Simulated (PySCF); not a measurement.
CH2, SMILES [CH2] (connectivity only; charge and spin as stated), neutral, multiplicity 1. Coordinates come from a B3LYP-D3(BJ)/def2-TZVPD optimisation. The isomer is the one that the SMILES or the coordinates give; other isomers of the formula were not compared.

TDA-LC-ωPBE/def2-TZVPD run with PySCF 2.14.0 puts the lowest singlet excitations at 1.59, 5.42, 6.97, 9.21, 10.02, 10.44 eV and the lowest triplet (TDA) at 4.25 eV.

Problem. What are the lowest singlet roots from PySCF with EOM-CCSD/aug-cc-pVDZ? (Estimate from the structure and the level; the computed values follow.)

Solution. 1.74, 5.71, 6.05, 6.62, 7.89, 8.52 eV; triplets -0.03, 4.79, 6.40 eV. S1 differs by 0.15 eV (second minus first; roots are paired by order, and the bases may differ).
